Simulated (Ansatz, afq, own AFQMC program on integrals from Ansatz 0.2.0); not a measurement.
Two steps: Ansatz 0.2.0 writes the Fock matrix and Cholesky factors of the valence space, and afq projects on them the lowest state that overlaps trial and start.

```yaml
crystal:
  periodic: [false, false, false]
  atoms:
    - {symbol: Br, position_ang: [0.000000, 0.000000, -1.808333]}
    - {symbol: H, position_ang: [0.000000, 0.000000, -0.153333]}
    - {symbol: Br, position_ang: [0.000000, 0.000000, 1.961667]}
basis:
  gaussian: {orbitals: cc-pVTZ}
magnetization: {spin_polarized: true, initial_magnetization: 1}
correlation: {method: ccsd_t, electrons: outside_noble_gas, hamiltonian_folder: ham}
```

```sh
$ ansatz run in.yaml --threads 1 --pin off --events-out ev --progress --plain --max-ram 24576MiB --backend cuda --devices 0, --max-vram 18GiB
```

Options of the walk:

```
--method phaseless --trial hf --walkers 2500 --populations 20 --least-time 40 --time-step 0.005 --steps-per-block 20 --equilibration-blocks 112 --max-blocks 4000 --target-error 0.00115 --factor-cut 1e-05 --start spin_pure --seed 4602 --taylor-order 6
```

Times are imaginary, in 1/Eh. The walk had a cap of 69 s. With eight or more populations the least sampling time is a fifth of least-time, and the error comes from their spread. Filled inner d shells are frozen with the cores.

Output of the walk:

```
orbitals 72  electrons 8 7  factors 506 of 633
reference energy -5145.46535400 Eh
CCSD correlation -0.35349449 Eh in 12 cycles, weight of the determinant in the CISD state 0.8583
energy of the start -5145.465480 Eh
 block  time / (1/Eh)  mean weight  energy / Eh
     1     0.100  1.0015  -5145.547919
     2     0.200  1.0022  -5145.605645
     3     0.300  1.0025  -5145.649320
     4     0.400  1.0020  -5145.683783
     5     0.500  1.0024  -5145.712102
     7     0.700  1.0018  -5145.750391
     9     0.900  1.0011  -5145.772883
    11     1.100  1.0010  -5145.793078
    21     2.100  1.0004  -5145.826546
    31     3.100  0.9998  -5145.831205
    41     4.100  0.9995  -5145.833994
    51     5.100  1.0004  -5145.836445
    61     6.100  0.9999  -5145.834966
    71     7.100  1.0007  -5145.838215
    81     8.100  0.9997  -5145.831491
    91     9.100  1.0000  -5145.843912
   101    10.100  1.0005  -5145.835567
   111    11.100  1.0000  -5145.836359
   121    12.100  1.0003  -5145.833057
   126    12.600  0.9994  -5145.844861
   131    13.100  1.0003  -5145.839809
   141    14.100  1.0001  -5145.831758
   151    15.100  0.9996  -5145.830767
   161    16.100  1.0007  -5145.833966
   171    17.100  1.0000  -5145.830034
   181    18.100  1.0003  -5145.832047
   191    19.100  1.0000  -5145.830470
   201    20.100  1.0006  -5145.831593
   211    21.100  1.0005  -5145.833565
   221    22.100  1.0006  -5145.835226
   231    23.100  1.0001  -5145.824853
error from the spread of 20 populations
energy -5145.832075 +/- 0.001099 Eh
(rows thinned)
```

The run passed its tests (sampling time, drift between the halves within three errors, error under three times the target), which doesn't prove that it has relaxed. The second half of the sampling lies above the first by 1.6 errors of their difference, so the energy may still be moving and its error bar be too small.

Against this walk (error 29.9 meV) on the same determinant: CCSD(T) 19.0 meV higher (within the noise), CCSDT(Q) 24.0 meV lower (within the noise), a separate phaseless walk with a CISD trial and standard settings 1.3 ± 30.3 meV lower (within the noise). The error is statistical and leaves out the bias of the constraint.

Cautions: constraint bias not in the error; no relativity below Rb; no spin-orbit coupling; inner d shell frozen.

The walk took 45 s on 1 × NVIDIA H100 80GB HBM3 with 2 threads of AMD EPYC 7R13 Processor (Zen 3), with other jobs on the host (the card was shared). The log's last line is the phaseless energy.

CCSDT and higher add their correlation energy to the determinant of the CCSD(T) run, since their own runs factorise the integrals more tightly (a shift of under 2 meV). A walk keeps the symmetry of its determinant, which the program's search chose and which needn't be the lowest solution, so a lower state of the same spin and another symmetry isn't excluded.
